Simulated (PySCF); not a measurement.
Gas-phase reaction: Si2H6 + C2H6 = 2 H2CSiH2 + 4 H

Computed with PySCF and rigid-rotor harmonic-oscillator thermochemistry at 1 bar. † marks an energy on the PBE0/def2-TZVP geometry and frequencies; other levels use their own. MP2 and CCSD(T) freeze the core. 6-31G* has spherical d functions here. Open shells (unrestricted): H (multiplicity 2); the rest are closed-shell singlets. B3LYP is the form with VWN-RPA correlation. H2CSiH2: computed as isolated molecules; such fragments, hydroxides, amides, oligomers or adducts are transient or little studied in the gas. MP2 isn't extrapolated to the basis-set limit; its ΔH°(298 K) is 1203.4 kJ in def2-SVP and 1218.2 kJ in def2-TZVPP. CCSD(T) isn't extrapolated to the basis-set limit; its ΔH°(298 K) is 1239.7 kJ in def2-SVP and 1258.9 kJ in def2-TZVPP. The harmonic model lacks anharmonicity and excited electronic states, which grow with temperature; levels with a mode under 35 cm⁻¹ are left out. Internal rotation in Si2H6, C2H6 is treated as a harmonic vibration of one conformer, which makes the entropy rough.

```tsv
level	ΔE electronic, kJ	ΔH°(298 K), kJ	ΔS°(298 K), J/K	ΔG°(1200 K), kJ
B3LYP/def2-TZVP†	1357	1265	447	690
CCSD(T)/def2-TZVPP†	1351	1259	447	684
HF/6-31G*	1224	1124	448	547
HF/def2-TZVP†	1195	1103	447	528
M06-2X/def2-TZVP†	1352	1260	447	685
MP2/def2-TZVPP†	1310	1218	447	643
PBE0/def2-QZVP†	1351	1259	447	684
PBE0/def2-TZVP	1351	1259	447	684
r2SCAN/def2-TZVP†	1351	1259	447	684
LDA/def2-TZVP†	1435	1343	447	768
```
ΔH° is lowest at HF/def2-TZVP† and highest at LDA/def2-TZVP†. No reference value is set beside these.
